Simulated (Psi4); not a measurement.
# triplet AlH2OF at 5 levels

Aim: a comparison of 5 runs (UB3LYP/def2-TZVP, UCAM-B3LYP/def2-TZVP, UM06-2X/def2-TZVP, UM06-L/def2-TZVP, UPBE0/def2-TZVP) of triplet AlH2OF. 

The results are computed with Psi4 1.11.

## (1) The system as given

The species is AlH2OF (5 atoms), meant as a triplet with charge 0. As SMILES of the parent species, `[OH][AlH][F]`. The shape comes from GFN2-xTB, which is rough for such elements, and wasn't checked as a minimum. This is one conformer, not always the lowest. That shape belongs to the parent species and isn't relaxed for this state.

Bond lengths: O1–Al2 1.635 Å, Al2–F3 1.650 Å, O1–H4 0.946 Å, Al2–H5 1.492 Å. Angles: O1–Al2–F3 123.4°, O1–Al2–H5 119.8°, F3–Al2–H5 116.9°, Al2–O1–H4 177.6°.

## (2) A single-point energy at UB3LYP/def2-TZVP (run 1)

Contents of calc.dat:

```
memory 1600 MB

molecule {
  0 3
  O     -1.021720     0.325810    -0.327270
  Al     0.472970    -0.139110     0.144100
  F      0.778780    -1.566900     0.912060
  H     -1.871140     0.628670    -0.614330
  H      1.641100     0.751530    -0.114560
  symmetry c1
  no_reorient
  no_com
}

set basis def2-TZVP
set reference uks
set puream true
set e_convergence 1e-09
set d_convergence 1e-08
set scf_type pk
set dft_radial_points 99
set dft_spherical_points 590
set maxiter 200

e_tot, wfn = energy('b3lyp', return_wfn=True)
oeprop(wfn, 'QUADRUPOLE', 'LOWDIN_CHARGES', 'MULLIKEN_CHARGES')
```

On the command line:

```sh
$ psi4 calc.dat calc.out -n 1
```

calc.out:

```text
[...]
  Running in c1 symmetry.
[...]
  Nuclear repulsion =  100.879089140493420
[...]
  Multiplicity = 3
[...]
  Nalpha       = 17
  Nbeta        = 15
[...]
    Number of basis functions: 111
[...]
   @UKS iter   1:  -418.27492701123901   -9.21246e-02   9.28601e-03 DIIS/ADIIS
[...]
   @UKS iter  23:  -418.67794231245358   -2.44427e-12   4.14932e-09 DIIS
[...]
   @S^2 Observed:                2.009450380E+00
[...]
  @UKS Final Energy:  -418.67794231245358
   => Energetics <=
    Nuclear Repulsion Energy =            100.8790891404934200
    One-Electron Energy =                -781.9510907501908150
    Two-Electron Energy =                 293.5001703089623106
    DFT Exchange-Correlation Energy =     -31.1061110117184718
    Empirical Dispersion Energy =           0.0000000000000000
    VV10 Nonlocal Energy =                  0.0000000000000000
    Total Energy =                       -418.6779423124535811
[...]
 Multipole Moments:
 ------------------------------------------------------------------------------------
     Multipole            Electronic (a.u.)      Nuclear  (a.u.)        Total (a.u.)
 ------------------------------------------------------------------------------------
 L = 1.  Multiply by 2.5417464519 to convert [e a0] to [Debye]
 Dipole X            :         -9.1279862            8.9834367           -0.1445494
 Dipole Y            :         23.5059406          -22.5328109            0.9731297
 Dipole Z            :        -13.1910096           12.7269086           -0.4641010
 Magnitude           :                                                    1.0877802
 L = 2.  Multiply by 1.3450342976 to convert [e a0^2] to [Debye ang]
 Quadrupole XX       :        -97.7091013           81.8211689          -15.8879325
 Quadrupole XY       :         52.3739197          -51.5799355            0.7939842
[...]
```

It took 46 s on 1 thread of Intel Xeon Platinum 8275CL at 3.00GHz (Skylake/Cascade Lake), shared host; peak memory 0.63 GiB.

## (3) Energy and gradient at UCAM-B3LYP/def2-TZVP (run 2)

Contents of job.dat:

```
memory 1.6 GB

molecule {
  0 3
  O     -1.021720     0.325810    -0.327270
  Al     0.472970    -0.139110     0.144100
  F      0.778780    -1.566900     0.912060
  H     -1.871140     0.628670    -0.614330
  H      1.641100     0.751530    -0.114560
  symmetry c1
}

set {
  basis                def2-TZVP
  reference            uks
  puream               true
  e_convergence        1e-09
  d_convergence        1e-08
  scf_type             pk
  dft_radial_points    99
  dft_spherical_points 590
  maxiter              200
}

e, wfn = gradient('cam-b3lyp', return_wfn=True)
oeprop(wfn, 'QUADRUPOLE', 'WIBERG_LOWDIN_INDICES', 'MAYER_INDICES')
print_variables()
```

On the command line:

```sh
$ psi4 -i job.dat -o job.out -n 1
```

job.out:

```text
[...]
  Running in c1 symmetry.
[...]
  Nuclear repulsion =  100.879089140493420
[...]
  Multiplicity = 3
[...]
  Nalpha       = 17
  Nbeta        = 15
[...]
    Number of basis functions: 111
[...]
   @UKS iter   1:  -418.31538038284776   -3.46993e-01   8.23359e-03 DIIS/ADIIS
[...]
   @UKS iter  21:  -418.60922560457965   -2.81943e-11   7.97185e-09 DIIS
[...]
   @S^2 Observed:                2.008826251E+00
[...]
  @UKS Final Energy:  -418.60922560457965
   => Energetics <=
    Nuclear Repulsion Energy =            100.8790891404934200
    One-Electron Energy =                -782.2617231775467417
    Two-Electron Energy =                 291.6212347640151847
    DFT Exchange-Correlation Energy =     -28.8478263315415155
    Empirical Dispersion Energy =           0.0000000000000000
    VV10 Nonlocal Energy =                  0.0000000000000000
    Total Energy =                       -418.6092256045796489
[...]
  -Total Gradient:
     Atom            X                  Y                   Z
    ------   -----------------  -----------------  -----------------
       1        0.025437907745    -0.003516189048     0.005340837597
       2        0.016142371487     0.045475369867    -0.018306850429
       3       -0.002373400287     0.003947011793    -0.002980899271
       4        0.000791136782    -0.007773771611     0.003920950532
       5       -0.040026590142    -0.038089282441     0.011998273168
[...]
```

Wall time 69 s (1 thread of Intel Xeon Platinum 8275CL at 3.00GHz (Skylake/Cascade Lake), shared host); peak memory 0.78 GiB.

## (4) Energy and forces at UM06-2X/def2-TZVP (run 3)

Contents of job.inp:

```
memory 1600 mb

molecule {
  0 3
  O     -1.021720     0.325810    -0.327270
  Al     0.472970    -0.139110     0.144100
  F      0.778780    -1.566900     0.912060
  H     -1.871140     0.628670    -0.614330
  H      1.641100     0.751530    -0.114560
  symmetry c1
  no_reorient
  no_com
}

set reference uks
set puream true
set e_convergence 1e-09
set d_convergence 1e-08
set scf_type pk
set dft_radial_points 99
set dft_spherical_points 590
set maxiter 200

E, wfn = gradient("m06-2x/def2-TZVP", return_wfn=True)
oeprop(wfn, "WIBERG_LOWDIN_INDICES", "DIPOLE", "LOWDIN_CHARGES")
```

On the command line:

```sh
$ psi4 -n 1 job.inp job.out
```

job.out:

```text
[...]
  Running in c1 symmetry.
[...]
  Nuclear repulsion =  100.879089140493420
[...]
  Multiplicity = 3
[...]
  Nalpha       = 17
  Nbeta        = 15
[...]
    Number of basis functions: 111
[...]
   @UKS iter   1:  -418.32205046914203   -4.04857e-01   7.26409e-03 DIIS/ADIIS
[...]
   @UKS iter  19:  -418.56297028705166   -8.92442e-12   3.76640e-09 DIIS
[...]
   @S^2 Observed:                2.007966769E+00
[...]
  @UKS Final Energy:  -418.56297028705166
   => Energetics <=
    Nuclear Repulsion Energy =            100.8790891404934200
    One-Electron Energy =                -782.3078454879406536
    Two-Electron Energy =                 281.2214861540829247
    DFT Exchange-Correlation Energy =     -18.3557000936873287
    Empirical Dispersion Energy =           0.0000000000000000
    VV10 Nonlocal Energy =                  0.0000000000000000
    Total Energy =                       -418.5629702870516553
[...]
  -Total Gradient:
     Atom            X                  Y                   Z
    ------   -----------------  -----------------  -----------------
       1        0.016559661598    -0.004152984461     0.004470454849
       2        0.036366029267     0.052411544207    -0.019374142039
       3       -0.004496308137    -0.000985621510    -0.000563811903
       4       -0.000820401963    -0.005875429094     0.002749200872
       5       -0.047703905767    -0.041602277947     0.012808504173
[...]
```

It took 90 s on 1 thread of Intel Xeon Platinum 8275CL at 3.00GHz (Skylake/Cascade Lake), shared host; peak memory 0.63 GiB.

Run 4 isn't shown in full; the table further down has it.

## (5) Energy and forces at UPBE0/def2-TZVP (run 5)

Contents of calc.in:

```
memory 1.6 GB

molecule {
  0 3
  O     -1.021720     0.325810    -0.327270
  Al     0.472970    -0.139110     0.144100
  F      0.778780    -1.566900     0.912060
  H     -1.871140     0.628670    -0.614330
  H      1.641100     0.751530    -0.114560
  symmetry c1
  no_reorient
  no_com
}

set globals {
  basis                def2-TZVP
  reference            uks
  puream               true
  e_convergence        1e-09
  d_convergence        1e-08
  scf_type             pk
  dft_radial_points    99
  dft_spherical_points 590
  maxiter              200
}

E, wfn = gradient("pbe0", return_wfn=True)
oeprop(wfn, "MULLIKEN_CHARGES", "MAYER_INDICES", "WIBERG_LOWDIN_INDICES", title="PBE0")
print_variables()
```

On the command line:

```sh
$ psi4 -i calc.in -o calc.out -n 1
```

calc.out:

```text
[...]
  Running in c1 symmetry.
[...]
  Nuclear repulsion =  100.879089140493420
[...]
  Multiplicity = 3
[...]
  Nalpha       = 17
  Nbeta        = 15
[...]
    Number of basis functions: 111
[...]
   @UKS iter   1:  -418.04870499910908   -2.16225e-01   8.38612e-03 DIIS/ADIIS
[...]
   @UKS iter  19:  -418.36215275516065   -1.52909e-11   9.38236e-09 DIIS
[...]
   @S^2 Observed:                2.007282527E+00
[...]
  @UKS Final Energy:  -418.36215275516065
   => Energetics <=
    Nuclear Repulsion Energy =            100.8790891404934200
    One-Electron Energy =                -782.2141266077042019
    Two-Electron Energy =                 291.9012584564177928
    DFT Exchange-Correlation Energy =     -28.9283737443676330
    Empirical Dispersion Energy =           0.0000000000000000
    VV10 Nonlocal Energy =                  0.0000000000000000
    Total Energy =                       -418.3621527551606505
[...]
  -Total Gradient:
     Atom            X                  Y                   Z
    ------   -----------------  -----------------  -----------------
       1        0.032371937900    -0.004570119725     0.007146167020
       2        0.010536709575     0.044907130717    -0.019531556595
       3       -0.001932885126     0.005477801032    -0.003476599290
       4       -0.000403686827    -0.007494550896     0.003615656671
       5       -0.040599969874    -0.038278677647     0.012219426012
[...]
```

Wall time 49 s (1 thread of Intel Xeon Platinum 8275CL at 3.00GHz (Skylake/Cascade Lake), shared host); peak memory 0.64 GiB.

## (6) The series

| run | level | task | energy (Eh) | dipole moment (D) | HOMO energy (eV) | ⟨S²⟩ | wall time |
| --- | --- | --- | --- | --- | --- | --- | --- |
| 1 | UB3LYP/def2-TZVP | energy | -418.677942 | 2.76 | -2.61 | 2.009 | 46 s |
| 2 | UCAM-B3LYP/def2-TZVP | gradient | -418.609226 | 3.24 | -3.92 | 2.009 | 69 s |
| 3 | UM06-2X/def2-TZVP | gradient | -418.562970 | 3.08 | -3.73 | 2.008 | 90 s |
| 4 | UM06-L/def2-TZVP | energy | -418.608842 | 3.25 | -1.78 | 2.010 | 90 s |
| 5 | UPBE0/def2-TZVP | gradient | -418.362153 | 3.31 | -2.99 | 2.007 | 49 s |

## (7) Summary of results

| quantity | value |
| --- | --- |
| run 5: total energy | -418.36215 Eh |
| run 5: dipole moment | 3.31 D |
| run 5: HOMO energy (highest over α and β) | -2.99 eV |
| run 5: ⟨S²⟩ | 2.007 |
| run 5: largest force on an atom | 2.937 eV/Å |

The dipole moment (its size) runs from 2.76 D (UB3LYP/def2-TZVP) to 3.31 D (UPBE0/def2-TZVP). Totals of different functionals can't be ranked against each other. All runs together took 5.7 min, the longest 90 s.
